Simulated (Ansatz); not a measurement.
Relaxed structures of CH₄NSi (charge -1), closed shell (PBE0-D4/def2-TZVPD; forces vanish, vibrations not checked; lower isomers may exist, and structures with a doubtful reference or unclear bonds are left out; Å). Computed with Ansatz 0.2.0 (basis: def2-TZVPPD); correlated methods freeze the cores.

Task: Rank them by CCSD(T) energy, lowest first, and give each one's height above the lowest. Links in brackets join atoms within 1.22 times the sum of their covalent radii (1.1 for two metals). (To be estimated.)
A.
CH₄NSi ([NH][CH][SiH2]), total charge -1
```
7
angstrom
N -0.7605 -1.7743 0.5405
C -0.1430 -1.1714 -0.4137
Si 0.3409 0.6592 -0.6615
H -0.8787 -1.1162 1.3170
H 1.7898 0.3994 -1.0899
H 0.0282 -1.8160 -1.2974
H 0.6237 0.9950 0.8106
```
B.
CH₄NSi ([NH][C][SiH3]), total charge -1
```
7
angstrom
N -1.0298 -1.7883 0.3452
C 0.0436 -1.2380 -0.0862
Si 0.4805 0.6045 -0.1735
H -1.7487 -1.1275 0.6901
H 0.8276 0.9065 -1.6054
H -0.3416 1.8557 0.2484
H 1.7684 0.7872 0.5815
```
C.
CH₄NSi ([N][CH][SiH3]), total charge -1
```
7
angstrom
N -1.0892 -1.4763 -0.3456
C 0.0650 -1.2892 0.0593
Si 0.6236 0.5425 -0.1494
H 0.7701 -2.0539 0.5110
H 0.5220 0.9330 -1.5931
H -0.3251 1.4399 0.5865
H 2.0057 1.0835 0.2618
```

Result: Computed: A (0.0 kJ/mol), C (79.1 kJ/mol), B (125.1 kJ/mol). Heights count from the lowest.

T1 diagnostic: at most 0.025.

For scale, one of the runs: CCSD(T)/def2-TZVPPD, 190 basis functions, launched by `ansatz run in.yaml --threads 2 --pin off --events-out ev --progress --plain --max-ram 4352MiB`. The run took 40 s on 2 CPU threads of a Oxide Virtual Turin-like (shared host), with 2 GiB of host memory at its peak.
